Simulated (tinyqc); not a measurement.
Worked calculation: UHF in the sto-3g basis, for H2O+, spin multiplicity 2. One step of it, computed by the program tinyqc.

Question. Iteration 2: diagonalisation and new density. A level shift of 0.2 hartree raises the virtual space: F + shift (S - S D(s) S), with D(s) the density of one spin. Diagonalise F' = X^T F X, C = X C', fill 5 alpha and 4 beta electrons from the bottom; D(s) = C_occ C_occ^T. Each column has its largest component positive (the first on a tie).

F(alpha) (hartree), lower triangle:
```
             1O 1s      1O 2s     1O 2px     1O 2py     1O 2pz      2H 1s      3H 1s
1O 1s   -20.801134
1O 2s    -5.305820  -2.905770
1O 2px    0.000000   0.000000  -0.947373
1O 2py   -0.001142  -0.004154   0.000000  -0.785468
1O 2pz   -0.021000  -0.076005   0.000000  -0.001359  -0.826467
2H 1s    -0.620242  -0.773914   0.000000  -0.425634  -0.317990  -0.627205
3H 1s    -0.550005  -0.707582   0.000000   0.400987  -0.299437  -0.170423  -0.594283
```

F(beta) (hartree), lower triangle:
```
             1O 1s      1O 2s     1O 2px     1O 2py     1O 2pz      2H 1s      3H 1s
1O 1s   -20.774021
1O 2s    -5.267271  -2.708079
1O 2px    0.000000   0.000000  -0.061965
1O 2py   -0.001117  -0.004023   0.000000  -0.719642
1O 2pz   -0.020647  -0.064458   0.000000  -0.001793  -0.771717
2H 1s    -0.614714  -0.745023   0.000000  -0.422950  -0.313550  -0.637532
3H 1s    -0.545064  -0.682229   0.000000   0.399372  -0.295632  -0.167780  -0.606497
```

X, lower triangle:
```
            1O 1s      1O 2s    1O 2px     1O 2py     1O 2pz      2H 1s     3H 1s
1O 1s    1.023031
1O 2s   -0.131217   1.096079
1O 2px   0.000000   0.000000  1.000000
1O 2py  -0.000518   0.005209  0.000000   1.045705
1O 2pz  -0.004407   0.038479  0.000000   0.002462   1.019967
2H 1s    0.016038  -0.169722  0.000000  -0.137416  -0.087752   1.077376
3H 1s    0.014707  -0.151503  0.000000   0.126465  -0.079665  -0.034184  1.064855
```

D(alpha) after iteration 1, lower triangle:
```
            1O 1s      1O 2s    1O 2px     1O 2py    1O 2pz      2H 1s     3H 1s
1O 1s    1.051282
1O 2s   -0.214536   0.909947
1O 2px   0.000000   0.000000  1.000000
1O 2py   0.002440  -0.012060  0.000000   0.616130
1O 2pz   0.037695  -0.177395  0.000000  -0.007861  0.829209
2H 1s   -0.029939   0.086218  0.000000   0.240456  0.166072   0.146964
3H 1s   -0.028474   0.085742  0.000000  -0.238800  0.164114  -0.043419  0.139220
```

D(beta) after iteration 1, lower triangle:
```
            1O 1s      1O 2s    1O 2px     1O 2py    1O 2pz      2H 1s     3H 1s
1O 1s    1.049359
1O 2s   -0.205608   0.869162
1O 2px   0.000000   0.000000  0.000000
1O 2py   0.002545  -0.012491  0.000000   0.592286
1O 2pz   0.042108  -0.195904  0.000000  -0.007289  0.824988
2H 1s   -0.035123   0.106315  0.000000   0.246902  0.165935   0.165592
3H 1s   -0.033514   0.105384  0.000000  -0.246747  0.164638  -0.044125  0.157872
```

overlap S, lower triangle:
```
           1O 1s     1O 2s    1O 2px     1O 2py    1O 2pz     2H 1s     3H 1s
1O 1s   1.000000
1O 2s   0.236704  1.000000
1O 2px  0.000000  0.000000  1.000000
1O 2py  0.000000  0.000000  0.000000   1.000000
1O 2pz  0.000000  0.000000  0.000000   0.000000  1.000000
2H 1s   0.027130  0.306243  0.000000   0.233761  0.161765  1.000000
3H 1s   0.024045  0.280937  0.000000  -0.217802  0.150770  0.101761  1.000000
```

Give: F' = X^T F X; orbital energies; coefficients C; F' = X^T F X; orbital energies; coefficients C; D(alpha) after iteration 2; D(beta) after iteration 2.

Answer.

F' = X^T F X (alpha) (hartree), lower triangle:
```
         1       2       3       4       5       6       7
1  -20.427
2   -2.692  -1.865
3    0.000   0.000  -0.947
4   -0.003   0.009   0.000  -0.589
5   -0.039   0.042   0.000   0.006  -0.740
6   -0.032  -0.387   0.000  -0.394  -0.264  -0.213
7   -0.021  -0.352   0.000   0.373  -0.248  -0.035  -0.216
```

orbital energies (alpha) (hartree): MO1 -20.810, MO2 -1.675, MO3 -0.964, MO4 -0.947, MO5 -0.887, MO6 0.086, MO7 0.199

coefficients C (alpha):
```
           MO1     MO2     MO3    MO4     MO5     MO6     MO7
1O 1s    0.994  -0.249   0.007  0.000   0.060   0.095   0.021
1O 2s    0.023   0.948  -0.033  0.000  -0.285  -0.525  -0.121
1O 2px   0.000   0.000   0.000  1.000   0.000   0.000   0.000
1O 2py   0.000   0.004   0.753  0.000  -0.040   0.123  -0.738
1O 2pz   0.002   0.087   0.037  0.000   0.882  -0.508  -0.105
2H 1s   -0.004   0.109   0.347  0.000   0.195   0.579   0.844
3H 1s   -0.003   0.099  -0.324  0.000   0.223   0.831  -0.570
```

F' = X^T F X (beta) (hartree), lower triangle:
```
         1       2      3       4       5       6       7
1  -20.405
2   -2.680  -1.652
3    0.000   0.000  0.138
4   -0.003   0.009  0.000  -0.515
5   -0.041   0.061  0.000   0.006  -0.683
6   -0.032  -0.391  0.000  -0.399  -0.265  -0.234
7   -0.021  -0.357  0.000   0.380  -0.249  -0.036  -0.238
```

orbital energies (beta) (hartree): MO1 -20.781, MO2 -1.505, MO3 -0.930, MO4 -0.838, MO5 0.108, MO6 0.138, MO7 0.219

coefficients C (beta):
```
           MO1     MO2     MO3     MO4     MO5    MO6     MO7
1O 1s    0.995  -0.240   0.007   0.072   0.105  0.000   0.024
1O 2s    0.021   0.908  -0.035  -0.332  -0.563  0.000  -0.135
1O 2px   0.000   0.000   0.000   0.000   0.000  1.000   0.000
1O 2py   0.000   0.006   0.722  -0.032   0.138  0.000  -0.766
1O 2pz   0.002   0.098   0.029   0.871  -0.524  0.000  -0.112
2H 1s   -0.003   0.155   0.373   0.201   0.565  0.000   0.834
3H 1s   -0.003   0.140  -0.357   0.228   0.825  0.000  -0.549
```

D(alpha) after iteration 2, lower triangle:
```
         1O 1s   1O 2s  1O 2px  1O 2py  1O 2pz   2H 1s  3H 1s
1O 1s    1.055
1O 2s   -0.231   0.982
1O 2px   0.000   0.000   1.000
1O 2py   0.002  -0.009   0.000   0.568
1O 2pz   0.034  -0.170   0.000  -0.007   0.787
2H 1s   -0.017   0.036   0.000   0.254   0.194   0.170
3H 1s   -0.017   0.041   0.000  -0.253   0.194  -0.058  0.165
```

D(beta) after iteration 2, lower triangle:
```
         1O 1s   1O 2s  1O 2px  1O 2py  1O 2pz   2H 1s  3H 1s
1O 1s    1.053
1O 2s   -0.221   0.937
1O 2px   0.000   0.000   0.000
1O 2py   0.002  -0.010   0.000   0.522
1O 2pz   0.041  -0.201   0.000  -0.006   0.769
2H 1s   -0.023   0.060   0.000   0.264   0.201   0.203
3H 1s   -0.023   0.065   0.000  -0.264   0.202  -0.066  0.199
```
